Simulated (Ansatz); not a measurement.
# The silicon atom (triplet): density functionals in 6-31G

What do functionals of several rungs give for the silicon atom (triplet)?

The runs use Ansatz 0.2.0, Gaussian basis; 6-31G, all electrons in the functionals, frozen cores in the correlation of double hybrids and RPA.

To be run: SPW92, PBE, BLYP, revPBE, r2SCAN, B97M-V, PBE0, B3LYP, r2SCANh, r2SCAN0, BHLYP, CAM-B3LYP, wB97X-V, wB97M-V, HSE06, B2PLYP, PBE-QIDH, RPA-PBE.

## (1) The atom

A free atom, in its lowest state of this spin that the program finds.

1 atom, charge 0, spin multiplicity 3.

No dispersion term is added; B97M-V, wB97X-V, wB97M-V hold VV10 nonlocal correlation. B3LYP takes the VWN-RPA correlation. HSE06 is the plane-wave form.

## (2) SPW92 (unrestricted)

in.yaml

```yaml
crystal:
  periodic: [false, false, false]
  atoms:
    - {symbol: Si, position_ang: [0.000000, 0.000000, 0.000000]}
basis:
  gaussian: {orbitals: 6-31G}
magnetization: {spin_polarized: true, initial_magnetization: 2}
hamiltonian: {xc: {name: SPW92}}
```

The run is started by

```console
> ansatz run in.yaml --threads 1 --pin off --events-out ev --progress --plain --max-ram 2393MiB
```

The log of the run:

```text
Functional definition: SPW92
  name "SPW92"
  cite "Dirac, Proc. Camb. Phil. Soc. 26, 376 (1930) doi:10.1017/S0305004100016108"
  cite "Slater, Phys. Rev. 81, 385 (1951) doi:10.1103/PhysRev.81.385"
  cite "Perdew & Wang, Phys. Rev. B 45, 13244 (1992) doi:10.1103/PhysRevB.45.13244"
  exchange = slater_x
  correlation = pw_c
59 factors; integrals over basis functions are off by at most 8.5e-5 eV
mean field evaluation 1: about -7841.6216 eV, gradient 2.0e0 eV
mean field evaluation 2: about -7841.6672 eV, gradient 1.1e0 eV
mean field evaluation 4: about -7841.6751 eV, gradient 3.2e-1 eV
mean field evaluation 8: about -7841.6747 eV, gradient 3.3e-1 eV
mean field evaluation 16: about -7841.6757 eV, gradient 5.2e-6 eV
mean field evaluation 32: about -7841.6757 eV, gradient 2.6e-4 eV
mean field -7841.67569398 eV, -288.1762664752 hartree, gradient 2.0e-5 eV, S^2 2.000145; 1 other end points of the search recorded, 0 dependent functions left out
reference -7841.67571415 eV, -288.1762672163 hartree; 8, 6 occupied and 5, 7 virtual orbitals, 59 factors
Total energy: -7841.67571415 eV, -288.1762672163 hartree
```

Wall time 0.24 s (1 thread of Arm Neoverse V2, shared host).

From the report: ⟨S²⟩ of the determinant 2.000 (pure triplet: 2.00).

## (3) PBE (unrestricted)

Changes to in.yaml since step 2:

```diff
@@ -7,2 +7,3 @@
 magnetization: {spin_polarized: true, initial_magnetization: 2}
-hamiltonian: {xc: {name: SPW92}}
+hamiltonian: {xc: {name: PBE}}
+output: {orbitals: {seedname: orbitals}}
```

Same command.

The log of the run:

```text
Functional definition: PBE
  name "PBE"
  cite "Perdew, Burke & Ernzerhof, Phys. Rev. Lett. 77, 3865 (1996) doi:10.1103/PhysRevLett.77.3865"
  parent pbe
  parameter kappa = 0.804
  parameter beta = 0.06672455060314922
  exchange = pbe_x(kappa = kappa, mu = beta*pi^2/3)
  correlation = pbe_c(beta = beta)
59 factors; integrals over basis functions are off by at most 8.5e-5 eV
mean field evaluation 1: about -7869.4527 eV, gradient 2.0e0 eV
mean field evaluation 2: about -7869.4963 eV, gradient 1.0e0 eV
mean field evaluation 4: about -7869.5032 eV, gradient 5.4e-2 eV
mean field evaluation 8: about -7869.5032 eV, gradient 1.8e-5 eV
mean field evaluation 16: about -7869.5032 eV, gradient 2.6e-6 eV
mean field -7869.50323925 eV, -289.1989099016 hartree, gradient 2.5e-5 eV, S^2 2.000001; 1 other end points of the search recorded, 0 dependent functions left out
reference -7869.50326463 eV, -289.1989108344 hartree; 8, 6 occupied and 5, 7 virtual orbitals, 59 factors
Total energy: -7869.50326463 eV, -289.1989108344 hartree
```

It took 0.24 s on 1 thread of Arm Neoverse V2, shared host.

From the report: ⟨S²⟩ of the determinant 2.000 (pure triplet: 2.00).

## (4) BLYP (unrestricted)

Changes to in.yaml since step 3:

```diff
@@ -7,3 +7,2 @@
 magnetization: {spin_polarized: true, initial_magnetization: 2}
-hamiltonian: {xc: {name: PBE}}
-output: {orbitals: {seedname: orbitals}}
+hamiltonian: {xc: {name: BLYP}}
```

Launched as before.

The log of the run:

```text
Functional definition: BLYP
  name "BLYP"
  cite "Becke, Phys. Rev. A 38, 3098 (1988) doi:10.1103/PhysRevA.38.3098"
  cite "Lee, Yang & Parr, Phys. Rev. B 37, 785 (1988) doi:10.1103/PhysRevB.37.785"
  parameter beta = 0.0042
  parameter a = 0.04918
  parameter b = 0.132
  parameter c = 0.2533
  parameter d = 0.349
  exchange = b88_x(beta = beta)
  correlation = lyp_c(a = a, b = b, c = c, d = d)
59 factors; integrals over basis functions are off by at most 8.5e-5 eV
mean field evaluation 1: about -7873.6147 eV, gradient 2.2e0 eV
mean field evaluation 2: about -7873.6668 eV, gradient 1.3e0 eV
mean field evaluation 4: about -7873.6805 eV, gradient 5.3e-2 eV
mean field evaluation 8: about -7873.6805 eV, gradient 1.4e-5 eV
mean field evaluation 16: about -7873.6805 eV, gradient 2.4e-6 eV
mean field -7873.68054945 eV, -289.3524232200 hartree, gradient 2.0e-5 eV, S^2 2.000087; 1 other end points of the search recorded, 0 dependent functions left out
reference -7873.68075345 eV, -289.3524307168 hartree; 8, 6 occupied and 5, 7 virtual orbitals, 59 factors
Total energy: -7873.68075345 eV, -289.3524307168 hartree
```

Run time: 0.24 s. Hardware: 1 thread of Arm Neoverse V2, shared host.

From the report: ⟨S²⟩ of the determinant 2.000 (pure triplet: 2.00).

## (5) revPBE (unrestricted)

Changes to in.yaml since step 4:

```diff
@@ -7,2 +7,2 @@
 magnetization: {spin_polarized: true, initial_magnetization: 2}
-hamiltonian: {xc: {name: BLYP}}
+hamiltonian: {xc: {name: revPBE}}
```

The command is unchanged.

The log of the run:

```text
Functional definition: revPBE
  name "revPBE"
  cite "Zhang & Yang, Phys. Rev. Lett. 80, 890 (1998) doi:10.1103/PhysRevLett.80.890"
  cite "Perdew, Burke & Ernzerhof, Phys. Rev. Lett. 77, 3865 (1996) doi:10.1103/PhysRevLett.77.3865"
  parameter kappa = 1.245
  parameter beta = 0.06672455060314922
  exchange = pbe_x(kappa = kappa, mu = beta*pi^2/3)
  correlation = pbe_c(beta = beta)
59 factors; integrals over basis functions are off by at most 8.5e-5 eV
mean field evaluation 1: about -7871.9874 eV, gradient 1.9e0 eV
mean field evaluation 2: about -7872.0284 eV, gradient 9.6e-1 eV
mean field evaluation 4: about -7872.0333 eV, gradient 5.9e-2 eV
mean field evaluation 8: about -7872.0334 eV, gradient 3.1e-5 eV
mean field evaluation 16: about -7872.0334 eV, gradient 2.7e-6 eV
mean field -7872.03338993 eV, -289.2918912241 hartree, gradient 3.9e-5 eV, S^2 2.000006; 1 other end points of the search recorded, 0 dependent functions left out
reference -7872.03342145 eV, -289.2918923822 hartree; 8, 6 occupied and 5, 7 virtual orbitals, 59 factors
Total energy: -7872.03342145 eV, -289.2918923822 hartree
```

Run time: 0.24 s. Hardware: 1 thread of Arm Neoverse V2, shared host.

From the report: ⟨S²⟩ of the determinant 2.000 (pure triplet: 2.00).

## (6) r2SCAN (unrestricted)

Changes to in.yaml since step 5:

```diff
@@ -7,2 +7,2 @@
 magnetization: {spin_polarized: true, initial_magnetization: 2}
-hamiltonian: {xc: {name: revPBE}}
+hamiltonian: {xc: {name: r2SCAN}}
```

Launched as before.

The log of the run:

```text
Functional definition: r2SCAN
  name "r2SCAN"
  cite "Furness, Kaplan, Ning, Perdew & Sun, J. Phys. Chem. Lett. 11, 8208 (2020) doi:10.1021/acs.jpclett.0c02405"
  cite "Furness, Kaplan, Ning, Perdew & Sun, J. Phys. Chem. Lett. 11, 9248 (2020) doi:10.1021/acs.jpclett.0c03077"
  parent r2scan
  parameter k0 = 0.174
  parameter k1 = 0.065
  parameter a1 = 4.9479
  exchange = r2scan_x(k0 = k0, k1 = k1, a1 = a1)
  correlation = r2scan_c
59 factors; integrals over basis functions are off by at most 8.5e-5 eV
mean field evaluation 1: about -7872.7243 eV, gradient 1.5e0 eV
mean field evaluation 2: about -7872.7532 eV, gradient 5.4e-1 eV
mean field evaluation 4: about -7872.7506 eV, gradient 1.2e-1 eV
mean field evaluation 8: about -7872.7509 eV, gradient 2.5e-4 eV
mean field evaluation 16: about -7872.7509 eV, gradient 3.9e-3 eV
mean field -7872.75091152 eV, -289.3182596560 hartree, gradient 6.3e-6 eV, S^2 2.000003; 1 other end points of the search recorded, 0 dependent functions left out
reference -7872.75092016 eV, -289.3182599737 hartree; 8, 6 occupied and 5, 7 virtual orbitals, 59 factors
Total energy: -7872.75092016 eV, -289.3182599737 hartree
```

Run time: 0.75 s. Hardware: 1 thread of Arm Neoverse V2, shared host.

From the report: ⟨S²⟩ of the determinant 2.000 (pure triplet: 2.00).

## (7) B97M-V (unrestricted)

Changes to in.yaml since step 6:

```diff
@@ -7,2 +7,2 @@
 magnetization: {spin_polarized: true, initial_magnetization: 2}
-hamiltonian: {xc: {name: r2SCAN}}
+hamiltonian: {xc: {name: B97M-V}}
```

The command is unchanged.

The log of the run:

```text
Functional definition: B97M-V
  name "B97M-V"
  cite "Mardirossian & Head-Gordon, J. Chem. Phys. 142, 074111 (2015) doi:10.1063/1.4907719"
  cite "Becke, J. Chem. Phys. 107, 8554 (1997) doi:10.1063/1.475007"
  cite "Vydrov & Van Voorhis, J. Chem. Phys. 133, 244103 (2010) doi:10.1063/1.3521275"
  # Of w^i u^j: cxij and so on, Table III.
  parameter cx00 = 1.000
  parameter cx01 = 1.308
  parameter cx02 = 1.901
  parameter cx10 = 0.416
  parameter cx11 = 3.070
  parameter css00 = 1.000
  parameter css02 = -1.855
  parameter css10 = -5.668
  parameter css32 = -20.497
  parameter css42 = -20.364
  parameter cos00 = 1.000
  parameter cos01 = 1.573
  parameter cos03 = -6.298
  parameter cos10 = 2.535
  parameter cos32 = -6.427
  parameter b = 6.0
  parameter c = 0.01
  gx(w, u) = cx00 + cx01*u + cx02*u^2 + (cx10 + cx11*u)*w
  gss(w, u) = css00 + css02*u^2 + css10*w + (css32*w^3 + css42*w^4)*u^2
  gos(w, u) = cos00 + cos01*u + cos03*u^3 + cos10*w + cos32*w^3*u^2
  exchange = spin_sum(e_x_unif_s*gx(b97_w, b97_u_x))
  correlation = spin_sum(e_c_pw_mod_same_spin*gss(b97_w, b97_u_same))
      + integral(e_c_pw_mod_opposite_spin*gos(b97_w_opposite, b97_u_opposite)) + vv10(b, c)
59 factors; integrals over basis functions are off by at most 8.5e-5 eV
mean field evaluation 1: about -7871.4091 eV, gradient 2.1e0 eV
mean field evaluation 2: about -7871.4515 eV, gradient 1.0e0 eV
mean field evaluation 4: about -7871.4570 eV, gradient 4.5e-2 eV
mean field evaluation 8: about -7871.4571 eV, gradient 2.3e-6 eV
mean field evaluation 16: about -7871.4571 eV, gradient 2.2e-6 eV
mean field -7871.45707153 eV, -289.2707119134 hartree, gradient 4.5e-6 eV, S^2 2.001113; 1 other end points of the search recorded, 0 dependent functions left out
reference -7871.45710530 eV, -289.2707131546 hartree; 8, 6 occupied and 5, 7 virtual orbitals, 59 factors
Total energy: -7871.45710530 eV, -289.2707131546 hartree
```

Run time: 1.1 s. Hardware: 1 thread of Arm Neoverse V2, shared host.

From the report: ⟨S²⟩ of the determinant 2.001 (pure triplet: 2.00).

## (8) PBE0 (unrestricted)

Changes to in.yaml since step 7:

```diff
@@ -7,2 +7,3 @@
 magnetization: {spin_polarized: true, initial_magnetization: 2}
-hamiltonian: {xc: {name: B97M-V}}
+hamiltonian: {xc: {name: PBE0}}
+output: {orbitals: {seedname: orbitals}}
```

Launched as before.

The log of the run:

```text
Functional definition: PBE0
  name "PBE0"
  cite "Adamo & Barone, J. Chem. Phys. 110, 6158 (1999) doi:10.1063/1.478522"
  cite "Perdew, Burke & Ernzerhof, Phys. Rev. Lett. 77, 3865 (1996) doi:10.1103/PhysRevLett.77.3865"
  parent pbe
  parameter a = 0.25
  parameter kappa = 0.804
  parameter beta = 0.06672455060314922
  exchange = (1 - a)*pbe_x(kappa = kappa, mu = beta*pi^2/3) + a*exact_x
  correlation = pbe_c(beta = beta)
59 factors; integrals over basis functions are off by at most 8.5e-5 eV
mean field evaluation 1: about -7870.2543 eV, gradient 1.3e0 eV
mean field evaluation 2: about -7870.2739 eV, gradient 3.4e-1 eV
mean field evaluation 4: about -7870.2745 eV, gradient 4.5e-2 eV
mean field evaluation 8: about -7870.2745 eV, gradient 1.3e-5 eV
mean field -7870.27452823 eV, -289.2272542487 hartree, gradient 1.4e-5 eV, S^2 2.000001; 0 other end points of the search recorded, 0 dependent functions left out
reference -7870.27454723 eV, -289.2272549471 hartree; 8, 6 occupied and 5, 7 virtual orbitals, 59 factors
Total energy: -7870.27454723 eV, -289.2272549471 hartree
```

It took 0.15 s on 1 thread of Arm Neoverse V2, shared host.

From the report: ⟨S²⟩ of the determinant 2.000 (pure triplet: 2.00).

## (9) B3LYP (unrestricted)

Changes to in.yaml since step 8:

```diff
@@ -7,3 +7,2 @@
 magnetization: {spin_polarized: true, initial_magnetization: 2}
-hamiltonian: {xc: {name: PBE0}}
-output: {orbitals: {seedname: orbitals}}
+hamiltonian: {xc: {name: B3LYP}}
```

Launched as before.

The log of the run:

```text
Functional definition: B3LYP
  name "B3LYP"
  cite "Stephens, Devlin, Chabalowski & Frisch, J. Phys. Chem. 98, 11623 (1994) doi:10.1021/j100096a001"
  cite "Becke, Phys. Rev. A 38, 3098 (1988) doi:10.1103/PhysRevA.38.3098"
  cite "Lee, Yang & Parr, Phys. Rev. B 37, 785 (1988) doi:10.1103/PhysRevB.37.785"
  cite "Vosko, Wilk & Nusair, Can. J. Phys. 58, 1200 (1980) doi:10.1139/p80-159"
  parameter a0 = 0.2
  parameter ax = 0.72
  parameter ac = 0.81
  exchange = (1 - a0 - ax)*slater_x + ax*b88_x + a0*exact_x
  correlation = (1 - ac)*vwn_rpa_c + ac*lyp_c
59 factors; integrals over basis functions are off by at most 8.5e-5 eV
mean field evaluation 1: about -7874.0997 eV, gradient 1.6e0 eV
mean field evaluation 2: about -7874.1269 eV, gradient 5.5e-1 eV
mean field evaluation 4: about -7874.1284 eV, gradient 3.9e-2 eV
mean field evaluation 8: about -7874.1284 eV, gradient 7.0e-6 eV
mean field evaluation 16: about -7874.1284 eV, gradient 4.6e-6 eV
mean field -7874.12842687 eV, -289.3688824115 hartree, gradient 8.6e-6 eV, S^2 2.000075; 1 other end points of the search recorded, 0 dependent functions left out
reference -7874.12857839 eV, -289.3688879799 hartree; 8, 6 occupied and 5, 7 virtual orbitals, 59 factors
Total energy: -7874.12857839 eV, -289.3688879799 hartree
```

It took 0.27 s on 1 thread of Arm Neoverse V2, shared host.

From the report: ⟨S²⟩ of the determinant 2.000 (pure triplet: 2.00).

## (10) r2SCANh (unrestricted)

Changes to in.yaml since step 9:

```diff
@@ -7,2 +7,2 @@
 magnetization: {spin_polarized: true, initial_magnetization: 2}
-hamiltonian: {xc: {name: B3LYP}}
+hamiltonian: {xc: {name: r2SCANh}}
```

The command is unchanged.

The log of the run:

```text
Functional definition: r2SCANh
  name "r2SCANh"
  cite "Bursch, Neugebauer, Ehlert & Grimme, J. Chem. Phys. 156, 134105 (2022) doi:10.1063/5.0086040"
  cite "Furness, Kaplan, Ning, Perdew & Sun, J. Phys. Chem. Lett. 11, 8208 (2020) doi:10.1021/acs.jpclett.0c02405"
  cite "Furness, Kaplan, Ning, Perdew & Sun, J. Phys. Chem. Lett. 11, 9248 (2020) doi:10.1021/acs.jpclett.0c03077"
  parent r2scan
  parameter a = 0.1
  parameter k0 = 0.174
  parameter k1 = 0.065
  parameter a1 = 4.9479
  exchange = (1 - a)*r2scan_x(k0 = k0, k1 = k1, a1 = a1) + a*exact_x
  correlation = r2scan_c
59 factors; integrals over basis functions are off by at most 8.5e-5 eV
mean field evaluation 1: about -7872.7209 eV, gradient 1.4e0 eV
mean field evaluation 2: about -7872.7443 eV, gradient 4.1e-1 eV
mean field evaluation 4: about -7872.7423 eV, gradient 1.1e-1 eV
mean field evaluation 8: about -7872.7425 eV, gradient 1.8e-5 eV
mean field evaluation 16: about -7872.7425 eV, gradient 5.7e-6 eV
mean field -7872.74250706 eV, -289.3179507980 hartree, gradient 2.0e-5 eV, S^2 2.000002; 1 other end points of the search recorded, 0 dependent functions left out
reference -7872.74251494 eV, -289.3179510875 hartree; 8, 6 occupied and 5, 7 virtual orbitals, 59 factors
Total energy: -7872.74251494 eV, -289.3179510875 hartree
```

Wall time 0.72 s (1 thread of Arm Neoverse V2, shared host).

From the report: ⟨S²⟩ of the determinant 2.000 (pure triplet: 2.00).

## (11) r2SCAN0 (unrestricted)

Changes to in.yaml since step 10:

```diff
@@ -7,2 +7,2 @@
 magnetization: {spin_polarized: true, initial_magnetization: 2}
-hamiltonian: {xc: {name: r2SCANh}}
+hamiltonian: {xc: {name: r2SCAN0}}
```

Launched as before.

The log of the run:

```text
Functional definition: r2SCAN0
  name "r2SCAN0"
  cite "Bursch, Neugebauer, Ehlert & Grimme, J. Chem. Phys. 156, 134105 (2022) doi:10.1063/5.0086040"
  cite "Furness, Kaplan, Ning, Perdew & Sun, J. Phys. Chem. Lett. 11, 8208 (2020) doi:10.1021/acs.jpclett.0c02405"
  cite "Furness, Kaplan, Ning, Perdew & Sun, J. Phys. Chem. Lett. 11, 9248 (2020) doi:10.1021/acs.jpclett.0c03077"
  parent r2scan
  parameter a = 0.25
  parameter k0 = 0.174
  parameter k1 = 0.065
  parameter a1 = 4.9479
  exchange = (1 - a)*r2scan_x(k0 = k0, k1 = k1, a1 = a1) + a*exact_x
  correlation = r2scan_c
59 factors; integrals over basis functions are off by at most 8.5e-5 eV
mean field evaluation 1: about -7872.7102 eV, gradient 1.3e0 eV
mean field evaluation 2: about -7872.7309 eV, gradient 3.0e-1 eV
mean field evaluation 4: about -7872.7309 eV, gradient 7.7e-2 eV
mean field evaluation 8: about -7872.7310 eV, gradient 2.5e-4 eV
mean field -7872.73100215 eV, -289.3175280002 hartree, gradient 1.5e-5 eV, S^2 2.000001; 0 other end points of the search recorded, 0 dependent functions left out
reference -7872.73100887 eV, -289.3175282473 hartree; 8, 6 occupied and 5, 7 virtual orbitals, 59 factors
Total energy: -7872.73100887 eV, -289.3175282473 hartree
```

It took 0.54 s on 1 thread of Arm Neoverse V2, shared host.

From the report: ⟨S²⟩ of the determinant 2.000 (pure triplet: 2.00).

## (12) BHLYP (unrestricted)

Changes to in.yaml since step 11:

```diff
@@ -7,2 +7,2 @@
 magnetization: {spin_polarized: true, initial_magnetization: 2}
-hamiltonian: {xc: {name: r2SCAN0}}
+hamiltonian: {xc: {name: BHLYP}}
```

Same command.

The log of the run:

```text
Functional definition: BHLYP
  name "BHLYP"
  cite "Becke, J. Chem. Phys. 98, 1372 (1993) doi:10.1063/1.464304"
  cite "Becke, Phys. Rev. A 38, 3098 (1988) doi:10.1103/PhysRevA.38.3098"
  cite "Lee, Yang & Parr, Phys. Rev. B 37, 785 (1988) doi:10.1103/PhysRevB.37.785"
  parameter a = 0.5
  exchange = (1 - a)*b88_x + a*exact_x
  correlation = lyp_c
59 factors; integrals over basis functions are off by at most 8.5e-5 eV
mean field evaluation 1: about -7873.7372 eV, gradient 1.4e0 eV
mean field evaluation 2: about -7873.7590 eV, gradient 2.5e-1 eV
mean field evaluation 4: about -7873.7632 eV, gradient 4.1e-2 eV
mean field evaluation 8: about -7873.7632 eV, gradient 7.0e-6 eV
mean field -7873.76324559 eV, -289.3554622469 hartree, gradient 8.5e-6 eV, S^2 2.000059; 0 other end points of the search recorded, 0 dependent functions left out
reference -7873.76334767 eV, -289.3554659984 hartree; 8, 6 occupied and 5, 7 virtual orbitals, 59 factors
Total energy: -7873.76334767 eV, -289.3554659984 hartree
```

Wall time 0.15 s (1 thread of Arm Neoverse V2, shared host).

From the report: ⟨S²⟩ of the determinant 2.000 (pure triplet: 2.00).

## (13) CAM-B3LYP (unrestricted)

Changes to in.yaml since step 12:

```diff
@@ -7,2 +7,2 @@
 magnetization: {spin_polarized: true, initial_magnetization: 2}
-hamiltonian: {xc: {name: BHLYP}}
+hamiltonian: {xc: {name: CAM-B3LYP}}
```

The command is unchanged.

The log of the run:

```text
Functional definition: CAM-B3LYP
  name "CAM-B3LYP"
  cite "Yanai, Tew & Handy, Chem. Phys. Lett. 393, 51 (2004) doi:10.1016/j.cplett.2004.06.011"
  cite "Iikura, Tsuneda, Yanai & Hirao, J. Chem. Phys. 115, 3540 (2001) doi:10.1063/1.1383587"
  cite "Becke, Phys. Rev. A 38, 3098 (1988) doi:10.1103/PhysRevA.38.3098"
  cite "Lee, Yang & Parr, Phys. Rev. B 37, 785 (1988) doi:10.1103/PhysRevB.37.785"
  cite "Vosko, Wilk & Nusair, Can. J. Phys. 58, 1200 (1980) doi:10.1139/p80-159"
  parameter alpha = 0.19
  parameter beta = 0.46
  parameter omega = 0.33/bohr
  parameter ac = 0.81
  # Exact exchange under (alpha + beta erf(omega r))/r, Becke's under what is left of 1/r.
  exchange = (1 - alpha - beta)*b88_x + beta*b88_x_sr(omega) + alpha*exact_x + beta*exact_x_lr(omega)
  correlation = (1 - ac)*vwn5_c + ac*lyp_c
59 factors; integrals over basis functions are off by at most 8.5e-5 eV
29 factors; integrals over basis functions are off by at most 1.3e-4 eV
mean field evaluation 1: about -7873.6909 eV, gradient 1.2e0 eV
mean field evaluation 2: about -7873.7085 eV, gradient 2.4e-1 eV
mean field evaluation 4: about -7873.7078 eV, gradient 3.6e-2 eV
mean field evaluation 8: about -7873.7078 eV, gradient 2.1e-5 eV
mean field -7873.70782646 eV, -289.3534256314 hartree, gradient 2.6e-5 eV, S^2 2.000008; 0 other end points of the search recorded, 0 dependent functions left out
reference -7873.70789906 eV, -289.3534282995 hartree; 8, 6 occupied and 5, 7 virtual orbitals, 59 factors
Total energy: -7873.70789906 eV, -289.3534282995 hartree
```

Run time: 0.21 s. Hardware: 1 thread of Arm Neoverse V2, shared host.

From the report: ⟨S²⟩ of the determinant 2.000 (pure triplet: 2.00).

## (14) wB97X-V (unrestricted)

Changes to in.yaml since step 13:

```diff
@@ -7,2 +7,2 @@
 magnetization: {spin_polarized: true, initial_magnetization: 2}
-hamiltonian: {xc: {name: CAM-B3LYP}}
+hamiltonian: {xc: {name: wB97X-V}}
```

Same command.

The log of the run:

```text
Functional definition: wB97X-V
  name "wB97X-V"
  cite "Mardirossian & Head-Gordon, Phys. Chem. Chem. Phys. 16, 9904 (2014) doi:10.1039/C3CP54374A"
  cite "Becke, J. Chem. Phys. 107, 8554 (1997) doi:10.1063/1.475007"
  cite "Vydrov & Van Voorhis, J. Chem. Phys. 133, 244103 (2010) doi:10.1063/1.3521275"
  parameter omega = 0.3/bohr
  parameter cx = 0.167
  parameter cx1 = 0.603
  parameter cx2 = 1.194
  parameter css0 = 0.556
  parameter css1 = -0.257
  parameter cos0 = 1.219
  parameter cos1 = -1.850
  parameter b = 6.0
  parameter c = 0.01
  exchange = spin_sum(e_x_unif_sr(omega)*poly(b97_u_x, 1 - cx, cx1, cx2)) + cx*exact_x_sr(omega) + exact_x_lr(omega)
  correlation = spin_sum(e_c_pw_same_spin*poly(b97_u_same, css0, css1))
      + integral(e_c_pw_opposite_spin*poly(b97_u_opposite, cos0, cos1)) + vv10(b, c)
59 factors; integrals over basis functions are off by at most 8.5e-5 eV
29 factors; integrals over basis functions are off by at most 5.1e-5 eV
mean field evaluation 1: about -7872.0975 eV, gradient 1.5e0 eV
mean field evaluation 2: about -7872.1306 eV, gradient 4.0e-1 eV
mean field evaluation 4: about -7872.1314 eV, gradient 3.0e-2 eV
mean field evaluation 8: about -7872.1315 eV, gradient 1.2e-4 eV
mean field -7872.13145267 eV, -289.2954949633 hartree, gradient 2.8e-6 eV, S^2 2.000052; 0 other end points of the search recorded, 0 dependent functions left out
reference -7872.13145353 eV, -289.2954949950 hartree; 8, 6 occupied and 5, 7 virtual orbitals, 59 factors
Total energy: -7872.13145353 eV, -289.2954949950 hartree
```

Run time: 0.57 s. Hardware: 1 thread of Arm Neoverse V2, shared host.

From the report: ⟨S²⟩ of the determinant 2.000 (pure triplet: 2.00).

(Part 1 of 2 ends here.)
